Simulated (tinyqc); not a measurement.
Inside a calculation. Method: Hueckel theory of the pi electrons with the omega technique, for the molecule [CH2-]C=N (SMILES; centres numbered as the heavy atoms are written). One step of it, computed by the program tinyqc.

Problem. Energy, charges, bond orders. E = sum n x; q_r = z_r - P_rr; bond order p = P_rs; free valence = sqrt(3) - sum of p over the bonds of the atom.

final x values: [1.156796, -0.394972, -1.691821]

occupations: [2.000000, 2.000000, 0.000000]

final P, order 1C, 2C, 3N:
```
[[1.360250, 0.759685, -0.541385],
 [0.759685, 1.097895, 0.642880],
 [-0.541385, 0.642880, 1.541855]]
```

Centres:
```
centre  z_r, pi electrons of the neutral centre         h
1C                                            1  0.000000
2C                                            1  0.000000
3N                                            1  0.470000
```

Bonds:
```
i  j  k
1  2  1
2  3  1
```

Give: pi energy = 4 alpha + this times beta; pi charges; Bond orders and lengths from R = 1.517 - 0.180 p; free valence of the carbons; gap between the highest filled and the next level.

Solution.

pi energy = 4 alpha + this times beta = 1.524

pi charges: [-0.360, -0.098, -0.542]

Bond orders and lengths from R = 1.517 - 0.180 p (angstrom, C-C alone):
```
bond      p      R
1-2   0.760  1.380
2-3   0.643      -
```

free valence of the carbons: [0.972, 0.329]

gap between the highest filled and the next level = 1.297 |beta|
